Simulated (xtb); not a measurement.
xtb input (GFN2-xTB):

```bash
xtb mol.xyz --gfn 2 --sp --chrg -1 --uhf 0
```
mol.xyz:
```
8

C      1.27969120     0.01799503     0.11674447
C     -0.04641183     0.35484800    -0.12605693
H      1.56535525    -0.96544945     0.48118818
H      2.07649718     0.73303796    -0.05175505
H     -0.18059473     1.38076163    -0.49050458
C     -1.23602420    -0.35185707     0.00185736
H     -1.25850655    -1.38060421     0.35222871
H     -2.18628219     0.10633833    -0.24642669
```

Output:

```
           -------------------------------------------------
          |                Calculation Setup                |
           -------------------------------------------------

           -------------------------------------------------
          |                 G F N 2 - x T B                 |
           -------------------------------------------------

        Reference                      10.1021/acs.jctc.8b01176
      * Hamiltonian:
        H0-scaling (s, p, d)           1.850000    2.230000    2.230000
        zeta-weighting                 0.500000
      * Dispersion:
        s8                             2.700000
        a1                             0.520000
        a2                             5.000000
        s9                             5.000000
      * Repulsion:
        kExp                           1.500000    1.000000
        rExp                           1.000000
      * Coulomb:
        alpha                          2.000000
        third order                    shell-resolved
        anisotropic                    true
        a3                             3.000000
        a5                             4.000000
        cn-shift                       1.200000
        cn-exp                         4.000000
        max-rad                        5.000000

          ...................................................
          :                      SETUP                      :
          :.................................................:
          :  # basis functions                  17          :
          :  # atomic orbitals                  17          :
          :  # shells                           11          :
          :  # electrons                        18          :
          :  max. iterations                   250          :
          :  Hamiltonian                  GFN2-xTB          :
          :  restarted?                      false          :
          :  GBSA solvation                  false          :
          :  PC potential                    false          :
          :  electronic temp.          300.0000000     K    :
          :  accuracy                    1.0000000          :
          :  -> integral cutoff          0.2500000E+02      :
          :  -> integral neglect         0.1000000E-07      :
          :  -> SCF convergence          0.1000000E-05 Eh   :
          :  -> wf. convergence          0.1000000E-03 e    :
          :  Broyden damping             0.4000000          :
          :  net charge                         -1          :
          :  unpaired electrons                  0          :
          ...................................................

 iter      E             dE          RMSdq      gap      omega  full diag
   1     -9.1640788 -0.916408E+01  0.397E+00    4.35       0.0  T
   2     -9.1969502 -0.328715E-01  0.168E+00    3.68       1.0  T
   3     -9.2003761 -0.342586E-02  0.110E+00    4.01       1.0  T
   4     -9.2020537 -0.167764E-02  0.349E-01    3.86       1.0  T
   5     -9.2020987 -0.449109E-04  0.399E-02    3.86       1.0  T
   6     -9.2020982  0.443834E-06  0.151E-02    3.86       2.3  T
   7     -9.2020991 -0.926263E-06  0.188E-03    3.86      18.8  T
   8     -9.2020991 -0.370341E-08  0.247E-04    3.86     143.2  T
   9     -9.2020991 -0.805578E-10  0.140E-04    3.86     253.2  T

   *** convergence criteria satisfied after 9 iterations ***

         #    Occupation            Energy/Eh            Energy/eV
      -------------------------------------------------------------
         1        2.0000           -0.3410179              -9.2796
       ...           ...                  ...                  ...
         3        2.0000           -0.2841890              -7.7332
         4        2.0000           -0.2495520              -6.7907
         5        2.0000           -0.2214986              -6.0273
         6        2.0000           -0.1950996              -5.3089
         7        2.0000           -0.1830564              -4.9812
         8        2.0000           -0.1532617              -4.1705
         9        2.0000           -0.0396715              -1.0795 (HOMO)
        10                          0.1022591               2.7826 (LUMO)
        11                          0.3504898               9.5373
        12                          0.3616733               9.8416
        13                          0.4074727              11.0879
        14                          0.5041419              13.7184
       ...                                ...                  ...
        17                          0.8305745              22.6011
      -------------------------------------------------------------
                  HL-Gap            0.1419306 Eh            3.8621 eV
             Fermi-level            0.0312938 Eh            0.8515 eV

 SCC (total)                   0 d,  0 h,  0 min,  0.005 sec
 SCC setup                      ...        0 min,  0.000 sec (  3.184%)
 Dispersion                     ...        0 min,  0.000 sec (  1.439%)
 classical contributions        ...        0 min,  0.000 sec (  0.730%)
 integral evaluation            ...        0 min,  0.001 sec ( 14.029%)
 iterations                     ...        0 min,  0.002 sec ( 51.576%)
 molecular gradient             ...        0 min,  0.001 sec ( 24.679%)
 printout                       ...        0 min,  0.000 sec (  3.949%)

         :::::::::::::::::::::::::::::::::::::::::::::::::::::
         ::                     SUMMARY                     ::
         :::::::::::::::::::::::::::::::::::::::::::::::::::::
         :: total energy              -9.049326974465 Eh    ::
         :: gradient norm              0.025685706535 Eh/a0 ::
         :: HOMO-LUMO gap              3.862127783658 eV    ::
         ::.................................................::
         :: SCC energy                -9.202098869722 Eh    ::
         :: -> isotropic ES            0.135574591612 Eh    ::
         :: -> anisotropic ES          0.018846334178 Eh    ::
         :: -> anisotropic XC          0.006251667991 Eh    ::
         :: -> dispersion             -0.004176248736 Eh    ::
         :: repulsion energy           0.152771895257 Eh    ::
         :: add. restraining           0.000000000000 Eh    ::
         :: total charge              -1.000000000000 e     ::
         :::::::::::::::::::::::::::::::::::::::::::::::::::::

           -------------------------------------------------
          |                Property Printout                |
           -------------------------------------------------

    * Orbital Energies and Occupations

         #    Occupation            Energy/Eh            Energy/eV
      -------------------------------------------------------------
         1        2.0000           -0.3410179              -9.2796
         2        2.0000           -0.3128174              -8.5122
         3        2.0000           -0.2841890              -7.7332
         4        2.0000           -0.2495520              -6.7907
         5        2.0000           -0.2214986              -6.0273
         6        2.0000           -0.1950996              -5.3089
         7        2.0000           -0.1830564              -4.9812
         8        2.0000           -0.1532617              -4.1705
         9        2.0000           -0.0396715              -1.0795 (HOMO)
        10                          0.1022591               2.7826 (LUMO)
        11                          0.3504898               9.5373
        12                          0.3616733               9.8416
        13                          0.4074727              11.0879
        14                          0.5041419              13.7184
        15                          0.5373166              14.6211
Note: The following floating-point exceptions are signalling: IEEE_UNDERFLOW_FLAG IEEE_DENORMAL
normal termination of xtb
        16                          0.7012150              19.0810
        17                          0.8305745              22.6011
      -------------------------------------------------------------
                  HL-Gap            0.1419306 Eh            3.8621 eV
             Fermi-level            0.0312938 Eh            0.8515 eV

     #   Z          covCN         q      C6AA      α(0)
     1   6 C        2.832    -0.223    33.959     9.549
     2   6 C        2.884    -0.048    29.198     8.859
     3   1 H        0.925    -0.100     5.576     3.693
     4   1 H        0.925    -0.107     5.819     3.772
     5   1 H        0.924    -0.090     5.226     3.575
     6   6 C        2.832    -0.223    33.959     9.549
     7   1 H        0.925    -0.100     5.576     3.693
     8   1 H        0.925    -0.107     5.819     3.772

 Mol. C6AA /au·bohr⁶  :        834.212364
 Mol. C8AA /au·bohr⁸  :      17647.529515
 Mol. α(0) /au        :         46.462992

Wiberg/Mayer (AO) data.
largest (>0.10) Wiberg bond orders for each atom

 ---------------------------------------------------------------------------
     #   Z sym  total        # sym  WBO       # sym  WBO       # sym  WBO
 ---------------------------------------------------------------------------
     1   6 C    3.753 --     2 C    1.502     3 H    0.974     4 H    0.974
                             6 C    0.291
     2   6 C    3.972 --     1 C    1.502     6 C    1.502     5 H    0.963
     3   1 H    0.990 --     1 C    0.974
     4   1 H    0.989 --     1 C    0.974
     5   1 H    0.992 --     2 C    0.963
     6   6 C    3.753 --     2 C    1.502     7 H    0.974     8 H    0.974
                             1 C    0.291
     7   1 H    0.990 --     6 C    0.974
     8   1 H    0.989 --     6 C    0.974
 ---------------------------------------------------------------------------

Topologies differ in total number of bonds
Writing topology from bond orders to xtbtopo.mol

molecular dipole:
                 x           y           z       tot (Debye)
 q only:       -0.019       0.149      -0.053
   full:       -0.025       0.188      -0.067       0.510
molecular quadrupole (traceless):
                xx          xy          yy          xz          yz          zz
 q only:       -6.358      -1.285       1.890      -0.634       0.885       4.468
  q+dip:       -4.857      -1.111       2.597      -0.298      -0.240       2.260
   full:       -5.225      -1.184       2.692      -0.337      -0.178       2.534

           -------------------------------------------------
          | TOTAL ENERGY               -9.049326974465 Eh   |
          | GRADIENT NORM               0.025685706535 Eh/α |
          | HOMO-LUMO GAP               3.862127783658 eV   |
           -------------------------------------------------

------------------------------------------------------------------------
------------------------------------------------------------------------
 total:
 SCF:
```

It need not be the lowest isomer of its formula. Whether it binds its extra electron was not tested at this geometry.
